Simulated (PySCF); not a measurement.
C₅H₇F.
Atom-mapped SMILES: `[CH2:1]=[C:2]=[CH:3][C@@H:4]([CH3:5])[F:6]` (hydrogens: H7, H8 on C1; H9 on C3; H10 on C4; H11, H12, H13 on C5)

Method: PBE0-D3(BJ)/def2-SVP geometry optimisation, gas phase (PySCF); density fitting, grid level 1; the optimiser is geomeTRIC in internal coordinates, started from a GFN2-xTB structure with every atom displaced at random (about 0.01 Å).

Step 0: E = -7999.3581 eV
```
atom  x, y, z in Å  |  force x, y, z in eV/Å
C1      2.7340   -0.3211   -0.0946   -1.478   2.040   0.238
C2      1.5166    0.0669    0.2417    0.930  -0.469  -0.143
C3      0.2959    0.4172    0.5605    1.000   0.252   0.712
C4     -0.7821    0.5206   -0.4203   -2.680   0.056   0.512
C5     -1.9208   -0.4924   -0.1190    0.841   1.710   0.797
F6     -1.3599    1.8013   -0.3545    0.351  -0.424   0.056
H7      3.4725    0.4192   -0.3926    0.213   0.210  -0.050
H8      3.0293   -1.3257   -0.0980    0.434  -1.867   0.026
H9      0.0595    0.6732    1.6098   -0.012  -0.108  -0.265
H10    -0.4504    0.3994   -1.4339    0.549  -0.210  -0.857
H11    -2.2973   -0.3327    0.9111    0.127  -0.041  -0.246
H12    -2.7362   -0.3574   -0.7999   -0.762   0.200  -0.700
H13    -1.5553   -1.4854   -0.2045    0.487  -1.349  -0.079
```

**Question.** Estimate the geometry and energy of step 1. (The exact step hangs on the optimiser's Hessian estimate; all steps are aligned on step 0, rigid shifts and turns removed.)

**Answer.** E = -7999.5011 eV, largest force 0.799 eV/Å
```
atom  x, y, z in Å  |  force x, y, z in eV/Å
C1      2.7075   -0.2560   -0.1552    0.475  -0.585   0.266
C2      1.5343    0.0484    0.3256   -0.215   0.182  -0.289
C3      0.3101    0.3818    0.6414   -0.250  -0.143  -0.047
C4     -0.7894    0.4718   -0.3937    0.491   0.067  -0.054
C5     -1.9493   -0.4520   -0.1136    0.023  -0.300  -0.217
F6     -1.2384    1.7764   -0.4057   -0.237   0.134  -0.002
H7      3.4228    0.5171   -0.4520   -0.013   0.032  -0.052
H8      3.0523   -1.3083   -0.1843   -0.122   0.391  -0.063
H9      0.0252    0.6019    1.6766    0.026   0.017   0.046
H10    -0.3465    0.2755   -1.3931   -0.150  -0.070   0.208
H11    -2.3788   -0.2456    0.8763   -0.018   0.011   0.052
H12    -2.7386   -0.3229   -0.8754    0.106   0.011   0.118
H13    -1.6053   -1.5049   -0.1409   -0.116   0.253   0.035
```

The energy changes by -0.1430 eV. The first-order estimate −F·Δx gives -0.4438 eV and the mean of the old and new forces, exact on a quadratic surface, -0.1515 eV. The step makes an angle of 77° with the force vector and moves no atom by more than 0.167 Å.

The cost below is that of the whole optimisation. On an Arm Neoverse V2 with one thread, no GPU, shared host, this took 29 s and 0.51 GiB of memory at its peak.
